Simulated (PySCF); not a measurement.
AlClH₂.
Structure used (PBE0-D3(BJ)/def2-SVP), in Å, numbered top down from 1:
```
atom  x, y, z in Å
Al1   -0.613    0.004    0.083
Cl2    1.488   -0.139    0.060
H3    -1.247    1.451    0.106
H4    -1.436   -1.344    0.071
```

Method used: PBE0-D3(BJ)/def2-SVP geometry optimisation, gas phase (PySCF).

(1) Which atoms are bound to Al1, and at what distances?

(2) List the angles at Al1.

(3) What is the shape at Al1?

(4) What are the rotational constants (commonest isotopes, rigid rotor)?

## Answers

(1) 3 atoms: H4 1.579 Å, H3 1.580 Å, Cl2 2.107 Å.

(2) 
```csv
angle,degrees,distance of the outer atoms (Å)
H3–Al1–H4,125.0,2.80
Cl2–Al1–H3,117.6,3.16
Cl2–Al1–H4,117.5,3.16
```

(3) Planar: angles 125.0°, 117.6° and 117.5°, sum 360.0°, 0.00 Å off the plane of its three neighbours.

(4) A = 127792, B = 6758, C = 6419 MHz: a near-prolate asymmetric top.

Point group: C2v (every atom within 0.08 Å of its image). Charge 0, singlet. No frequency check.

On Intel Xeon Platinum 8488C, one thread, shared host with 96 logical CPUs at a one-minute load of 36, this took 3.3 s and 0.27 GiB of memory at its peak. These figures are those of the optimisation.
